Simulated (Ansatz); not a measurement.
# BPH6: small, medium and large basis sets

How large a basis does BPH6 need? Two functionals are run in growing sets.

The runs use Ansatz 0.2.0, Gaussian basis; one geometry, several basis sets.

Levels to be run: PBE0-D4/def2-SVP; ωB97M-V/def2-SVP; PBE0-D4/def2-QZVPP; ωB97M-V/def2-QZVPP; the functionals' def2-TZVPP values are taken from earlier runs.

1 further run of the same task is left out (it didn't finish).

**1. The relaxed structure**

The geometry comes from an earlier relaxation with PBE0-D4 in a triple-zeta def2 set; it is a stationary point, not always the lowest conformer.

SMILES `[BH3-][PH3+]`, 8 atoms, charge 0, spin multiplicity 1.

Atoms are counted from 1 here; the program's logs count them from 0.

Bond lengths: B1–P2 1.910 Å, B1–H3 1.209 Å, B1–H4 1.209 Å, B1–H5 1.209 Å, P2–H6 1.408 Å, P2–H7 1.408 Å, P2–H8 1.408 Å. Angles: P2–B1–H3 103.8°, P2–B1–H4 103.8°, P2–B1–H5 103.8°, H3–B1–H4 114.5°, H3–B1–H5 114.5°, H4–B1–H5 114.5°, B1–P2–H6 118.0°, B1–P2–H7 118.1°, B1–P2–H8 118.1°, H6–P2–H7 99.7°, H6–P2–H8 99.7°, H7–P2–H8 99.7°.

**2. PBE0-D4 in def2-SVP**

The input, in.yaml:

```yaml
crystal:
  periodic: [false, false, false]
  atoms:
    - {symbol: B, position_ang: [-0.556056, 0.227213, -0.913977]}
    - {symbol: P, position_ang: [0.433879, -0.181640, 0.667688]}
    - {symbol: H, position_ang: [-1.693355, 0.343128, -0.520128]}
    - {symbol: H, position_ang: [-0.367810, -0.730229, -1.627993]}
    - {symbol: H, position_ang: [-0.055516, 1.254186, -1.309923]}
    - {symbol: H, position_ang: [0.418786, 0.755734, 1.718836]}
    - {symbol: H, position_ang: [1.823067, -0.380282, 0.547066]}
    - {symbol: H, position_ang: [0.089205, -1.345209, 1.382632]}
basis:
  gaussian: {orbitals: def2-SVP}
hamiltonian: {xc: pbe0, dispersion: d4}
output: {orbitals: {seedname: orbitals}}
```

After this run come: ωB97M-V in def2-SVP; PBE0-D4 in def2-QZVPP; ωB97M-V in def2-QZVPP.

**Question.** What will the summary of the whole plan be? Wanted: PBE0-D4: double and triple zeta above quadruple; ωB97M-V: double and triple zeta above quadruple.

As calculated:

| quantity | value |
| --- | --- |
| PBE0-D4: double and triple zeta above quadruple | 4.49, 0.36 eV |
| ωB97M-V: double and triple zeta above quadruple | 4.63, 0.34 eV |

**Reading.** For PBE0-D4 the step from double to triple zeta gains 4.13 eV and the next only 0.36 eV. Total energies overstate the basis error of differences, where much of it tends to cancel. The LUMO of ωB97M-V is positive and keeps falling with the basis (2.66 to 1.28 eV): an unbound level that the basis holds in place.
